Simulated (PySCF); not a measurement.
# How methods differ on the ionisation energy of Ar

Ar [Ar] (1S) → Ar⁺ [Ne] 3s2 3p5 (2P), as a difference of total energies. Calculation: PySCF 2.14, in aug-cc-pVTZ-DK (6s5p3d2f, 50 functions); the spin-free X2C one-electron Hamiltonian (Gaussian nucleus). Correlated levels: valence: [Ne] frozen. The calculations carry no spin-orbit coupling.

```
           method  ionisation energy (eV)
              UHF                  14.548
    MP2 (valence)                  15.724
SCS-MP2 (valence)                  15.621
   CCSD (valence)                  15.541
CCSD(T) (valence)                  15.597
```

Errors of the correlated levels include the incompleteness of this basis and the frozen core.

Question: Which method comes closest to the reference value, and which is furthest?

Answer: The reference is 15.819 eV (measured; NIST levels, between the centres of gravity of the two terms). Closest: MP2 (valence) (error -0.095 eV); furthest: UHF (error -1.271 eV).
